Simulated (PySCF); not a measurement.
Species: 2-chloropropionitrile, C3H4ClN.
SMILES with atom numbers: `[CH3:1][C@@H:2]([Cl:3])[C:4]#[N:5]` (hydrogens: H6, H7, H8 on C1; H9 on C2)

The same species was optimised twice, with GFN2-xTB and with PBE0-D3(BJ)/def2-SVP (PySCF), and the same property calculations (PySCF, gas phase) were run on both structures.

```
   coordinate  GFN2-xTB  PBE0-D3(BJ)/def2-SVP  change
    C2–C4 (Å)     1.442                 1.461  +0.019
    C4≡N5 (Å)     1.142                 1.157  +0.015
   C2–Cl3 (Å)     1.811                 1.798  -0.013
    C1–H7 (Å)     1.089                 1.100  +0.011
    C1–H8 (Å)     1.087                 1.098  +0.011
    C1–H6 (Å)     1.088                 1.098  +0.010
    C2–H9 (Å)     1.094                 1.100  +0.006
    C1–C2 (Å)     1.521                 1.518  -0.003
Cl3–C2–C4 (°)     106.9                 109.0    +2.1
 C4–C2–H9 (°)     109.6                 107.9    -1.7
 C2–C4–N5 (°)     179.2                 178.3    -0.9
 C1–C2–H9 (°)     111.6                 110.9    -0.7
Cl3–C2–H9 (°)     106.3                 105.7    -0.6
 C1–C2–C4 (°)     111.7                 112.3    +0.6
 C2–C1–H7 (°)     109.5                 109.9    +0.4
C1–C2–Cl3 (°)     110.4                 110.8    +0.4
```

Rotational constants: A = 5848, B = 3166, C = 2196 MHz (GFN2-xTB) against A = 5961, B = 3049, C = 2146 MHz (PBE0-D3(BJ)/def2-SVP). Point groups within 0.08 Å: C1 and C1. Atoms that the bonding makes alike are paired by their places after alignment.

On the GFN2-xTB structure: HOMO (eV) -9.19 [PBE0/pcSseg-1]; LUMO (eV) -0.86 [PBE0/pcSseg-1]; dipole (D) 3.69 [PBE0/pcSseg-1]; GIAO shielding of C1 (ppm) 160.5 [PBE0/pcSseg-1]; GIAO shielding of C2 (ppm) 142.1 [PBE0/pcSseg-1]; GIAO shielding of Cl3 (ppm) 712.1 [PBE0/pcSseg-1]; GIAO shielding of C4 (ppm) 64.1 [PBE0/pcSseg-1]; GIAO shielding of N5 (ppm) -42.2 [PBE0/pcSseg-1].

Q: What do these properties become on the PBE0-D3(BJ)/def2-SVP structure?

A: 
| property | level | on GFN2-xTB | on PBE0-D3(BJ)/def2-SVP | change |
| --- | --- | --- | --- | --- |
| HOMO (eV) | PBE0/pcSseg-1 | -9.19 | -9.19 | 0.00 |
| LUMO (eV) | PBE0/pcSseg-1 | -0.86 | -0.81 | +0.05 |
| dipole (D) | PBE0/pcSseg-1 | 3.69 | 3.64 | -0.05 |
| energy, GFN2-xTB geometry as zero (kcal/mol) | PBE0/pcSseg-1 | 0.0 | -0.4 | -0.4 |
| GIAO shielding of C1 (ppm) | PBE0/pcSseg-1 | 160.5 | 158.8 | -1.7 |
| GIAO shielding of C2 (ppm) | PBE0/pcSseg-1 | 142.1 | 141.0 | -1.1 |
| GIAO shielding of Cl3 (ppm) | PBE0/pcSseg-1 | 712.1 | 731.3 | +19.2 |
| GIAO shielding of C4 (ppm) | PBE0/pcSseg-1 | 64.1 | 61.5 | -2.6 |
| GIAO shielding of N5 (ppm) | PBE0/pcSseg-1 | -42.2 | -47.5 | -5.3 |

The heavy atoms differ by 0.034 Å rms after alignment. Among all bonds C2–C4 changes most (+0.019 Å). Changes are differences of the printed values. Neither structure is proved a minimum here.
